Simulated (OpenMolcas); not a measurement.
## C3H5NO (methoxyacetonitrile): a scaling law for B97-D (no dispersion term)

C3H5NO has 10 atoms, charge 0, and is taken as a singlet. As SMILES, `COCC#N`. Geometry: relaxed at PBE0-D4/def2-TZVP. This is one conformer, not always the lowest.

B97-D (no dispersion term), energy, OpenMolcas 26.06, on 1 thread of Arm Neoverse V2, shared host. N is the number of basis functions, t the processor time.

```
        basis    N  t (s)   ln N   ln t
        3-21G   55    4.8  4.007  1.569
     6-31G(d)   80    8.8  4.382  2.175
   6-31G(d,p)   95     12  4.554  2.485
  6-311G(d,p)  120     21  4.787  3.045
6-311++G(d,p)  145      ?  4.977      ?
```

Q: Fit t = C·Nᵖ to the known rows and estimate the time in 6-311++G(d,p).

A: 
1. Means of the 4 rows: ln N = 4.43250, ln t = 2.3185.
2. Σ(Δln N)² = 0.32403, Σ(Δln N·Δln t) = 0.60393, so the slope is 0.60393/0.32403 = 1.8638.
3. Intercept: 2.3185 − (1.8638) × 4.43250 = -5.9428. The largest residual of the fit is 0.066.
4. ln t = -5.9428 + 1.8638 × 4.977, so t ≈ 28 s.

The run took 40 s, so the estimate is too short by a factor of about 1.4. The fitted power is 1.9, with the electron count fixed. Fixed start-up costs flatten the line at the short runs, so it runs low for the long one.
